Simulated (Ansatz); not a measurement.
A made-up structure of CHFNa, doublet:

F1  (-0.399, -1.123, 0.633)
C2  (0.226, 0.030, 0.055)
Na3  (-1.054, 0.866, -0.947)
H4  (1.227, 0.227, 0.259)
(Å)

It is relaxed with PBE-D4/def2-SVP and then PBE0-D4/def2-TZVP (Ansatz 0.2.0). Atoms count as bonded within 1.22 times the sum of their covalent radii (H–H: 0.88 Å). The end point is not checked to be a true minimum.

Problem. Does its bonding change? (A judgement: the text doesn't fix the answer.)

Solution. By the calculation: Yes. Formed: none; broken: F1–Na3.

Where it ends: The first stage lowers the energy by 1.35 eV in 11 steps. It ends as CHFNa ([F][CH][Na]):
| atom | x (Å) | y (Å) | z (Å) |
| --- | --- | --- | --- |
| F1 | -0.2350 | -1.1441 | 0.7083 |
| C2 | 0.2422 | 0.0026 | 0.0787 |
| Na3 | -1.3079 | 1.0630 | -1.1669 |
| H4 | 1.3007 | 0.0785 | 0.3800 |

Labels in which every atom is bracketed show which atoms are joined, not bond orders.

For scale, one of the runs: PBE0-D4/def2-TZVP relaxation, 100 basis functions, launched by `ansatz run in.yaml --threads 2 --pin off --events-out ev --progress --plain --max-ram 4352MiB`. The run took about 13 s on 2 CPU threads of an Arm Neoverse V2 (shared host).
